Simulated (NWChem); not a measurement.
**A calculation on C$_{3}$H$_{7}$Cl**

SMILES: C(CCl)C
```xyz
11

C     -1.9197    -0.2437     0.2260
C     -0.7067    -1.1286    -0.0602
C      0.6150    -0.5763     0.4584
Cl     1.0707     0.9888    -0.3364
H     -2.0663    -0.0978     1.3168
H     -2.8483    -0.6900    -0.1819
H     -1.7898     0.7571    -0.2322
H     -0.6126    -1.3118    -1.1522
H     -0.8421    -2.1290     0.4100
H      0.5731    -0.3707     1.5471
H      1.4517    -1.2752     0.2657
```
Charge 0, spin multiplicity 1.

Everything below was run with NWChem. All single points use one geometry, from PBE/def2-SVP, a minimum by its harmonic frequencies. It is one conformer; others weren't searched.

The correlated methods keep 8 core orbitals frozen. The Pople sets run with spherical d functions. The structure started from a generated list of species.

Worked example. A B2PLYP run in 6-31G* ends its self-consistent part (53 % exact exchange, 47 % B88, 73 % LYP) at -578.23273 Ha, and second-order perturbation theory on those orbitals gives -0.63491 Ha unscaled.

The perturbative term enters with the weight 0.27: -578.23273 + 0.27·(-0.63491) = -578.40416 Ha is the total energy.
